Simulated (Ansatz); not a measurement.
2H MoTe2, treated with PBE0 in Ansatz (plane waves, PAW).

Run with plane-wave cutoff 500 eV, 12×12×2 k mesh (along the axes of the cell as run), gaussian smearing 0.02 eV, no spin polarisation, scalar-relativistic PAW data made under PBE.

Cell (relaxed with r²SCAN):

Space group P6₃/mmc (No. 194); a = 3.563 Å, b = 3.563 Å, c = 14.730 Å, α = 90.00°, β = 90.00°, γ = 120.00°

| atom | site | symmetry | x | y | z |
|---|---|---|---|---|---|
| Te | 4f | 3m. | 0.6667 | 0.3333 | 0.1285 |
| Mo | 2c | -6m2 | 0.3333 | 0.6667 | 0.2500 |

### Question
Estimate the band gap that the calculation returns.

### Answer

band gap: 2.01 eV (on the SCF k mesh)

Measured, for comparison: band gap 1.06 ± 0.01 eV (4 K, zero-point motion not removed, indirect, absorption from ellipsometry, single crystal; as tabulated in Gulo et al. (2023), doi:10.1103/physrevmaterials.7.044001).

Note: the cell comes from a level without a dispersion term, which matters for the spacing of layers, chains or molecules; cell and atoms aren't relaxed at this level (largest force component 0.30 eV/Å, pressure -2.6 GPa); the cell has widely spaced layers and the level no dispersion term, so their spacing and the moduli can rest on weak binding.

Spin–orbit coupling is not included; with these elements it can move the gap by several tenths of an eV or more.

Static lattice: no zero-point or thermal effects.

Computing time: around 12 core-minutes (rough).

Ansatz is an electronic-structure program.
